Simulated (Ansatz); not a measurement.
# AlSiH (quintet): from Hartree-Fock to the top rungs, cc-pVDZ

The task here is to estimate one member of a computed series from the others.

Computed with Ansatz 0.2.0, Gaussian basis. Level: cc-pVDZ, core rule «outside noble gas», up to 10 orbitals frozen.

The runs, in order: UHF; CCSD(T) on ROHF; CCSD(T) on UHF; BCCD(T) on ROHF; CISD as a restricted active space (open shells left free, so some higher excitations enter); CCSDT(Q) on ROHF; CCSDT(Q) on UHF; CASSCF and MRCISD+Q, 8 electrons in 9 orbitals; CASSCF and NEVPT2, 8 electrons in 9 orbitals.

25 further runs of the same task are left out: 4 for a known fault of the program, 6 that didn't finish, 15 set aside as unsound or not needed. Runs told in other sessions of the task aren't counted.

## The system

The geometry is a PBE0/def2-TZVP stationary point (not a proven minimum) of the parent state, kept for this charge and spin.

3 atoms, charge 0, spin multiplicity 5.

Atoms are counted from 1 here; the program's logs count them from 0.

Bond lengths: Si1–Al2 2.333 Å, Al2–H3 1.599 Å. Angles: Si1–Al2–H3 180.0°.

As a file:

```xyz
3

Si    0.0000    0.0000    2.0886
Al    0.0000    0.0000   -0.2449
H     0.0000    0.0000   -1.8437
```

Set-up of the first run:

in.yaml

```yaml
crystal:
  periodic: [false, false, false]
  atoms:
    - {symbol: Si, position_ang: [0.000000, 0.000000, 2.088600]}
    - {symbol: Al, position_ang: [0.000000, 0.000000, -0.244867]}
    - {symbol: H, position_ang: [0.000000, 0.000000, -1.843733]}
basis:
  gaussian: {orbitals: cc-pVDZ}
magnetization: {spin_polarized: true, initial_magnetization: 4}
hamiltonian: {xc: hf}
output: {orbitals: {seedname: orbitals}}
```

Run with:

```bash
$ ansatz run in.yaml --threads 1 --pin off --events-out ev --progress --plain --max-ram 2393MiB
```

Steps of the session up to this table: UHF; CCSD(T) on ROHF; CCSD(T) on UHF; BCCD(T) on ROHF; CISD as a restricted active space (open shells left free, so some higher excitations enter); CCSDT(Q) on ROHF; CCSDT(Q) on UHF; CASSCF and MRCISD+Q, 8 electrons in 9 orbitals; CASSCF and NEVPT2, 8 electrons in 9 orbitals.

One table of the session follows, with a row left open; its other results are not shown here.

```
          method  from UCCSDT(Q) (kcal/mol)
            ROHF                     +83.83
             UHF                     +81.35
            RMP2                     +22.07
            UMP2                     +22.77
            CISD                      +6.82
           RCCSD                      +3.63
           UCCSD                      +3.61
        RCCSD(T)                      +0.99
        UCCSD(T)                      +1.01
         BCCD(T)                      +0.98
          RCCSDT                      +0.17
          UCCSDT                      +0.16
       RCCSDT(Q)                      +0.01
       UCCSDT(Q)                          0
  CASSCF valence                          ?
  NEVPT2 valence                     +16.62
  MRCISD valence                      +3.74
MRCISD+Q valence                      +0.13
```

Estimate the missing values for CASSCF valence.

**Answer.** from UCCSDT(Q) (kcal/mol): +55.75. In the column «from UCCSDT(Q) (kcal/mol)» it lies between UMP2 (+22.77) and UHF (+81.35).

Caveats from the session: Restricted and unrestricted rows rest on different reference determinants; a gap between their highest levels can come from leftover correlation error, from unlike frozen cores or from another state.
